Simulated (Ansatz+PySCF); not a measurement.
**singlet CH(+): levels of theory in one basis**

```xyz
2

C     0.0000    0.0000   -0.2376
H     0.0000    0.0000    1.4258
```

Basis set: 6-31G (spherical functions). Frozen core: 1 orbital. Charge 1, multiplicity 1.

Computed with Ansatz (development build ahead of 0.2.0); each method stands on the lowest determinant of its kind that the runs found.

| method | E − E(RHF) (eV) | <S²> of the determinant |
| --- | --- | --- |
| RHF | 0.00 | 0.00 |
| UHF | -0.24 | 0.61 |
| UHF-MP2 | -1.31 | 0.61 |
| RHF-CCSD | -2.54 | – |
| UHF-CCSD | -2.54 | 0.61 |
| RHF-CCSD(T) | -2.57 | – |
| UHF-CCSD(T) | -2.57 | 0.61 |
| full CI (lowest root of this spin) | -2.58 | – |

What does RHF-MP2 give on the same scale?

-1.52 eV.

At such a shape the full CI root can have another spatial symmetry than the determinants, so the rows needn't describe one state.

Is a single determinant a sound starting point here?

Only with care. Unrestricted orbitals gain 0.24 eV and <S²> is 0.61 against 0.00 for a pure state, so spin symmetry breaks but gains little energy; restricted orbitals can still serve.

Caution for UHF, UHF-MP2, UHF-CCSD, UHF-CCSD(T): the unrestricted determinant is spin contaminated. Caution for RHF-MP2, UHF-MP2, RHF-CCSD, UHF-CCSD, RHF-CCSD(T), UHF-CCSD(T): bonds are stretched, where a single reference can fail. Caution for UHF-MP2, UHF-CCSD, UHF-CCSD(T): a plain start can end on a higher determinant. Caution for UHF-MP2: another reference gives a lower total.
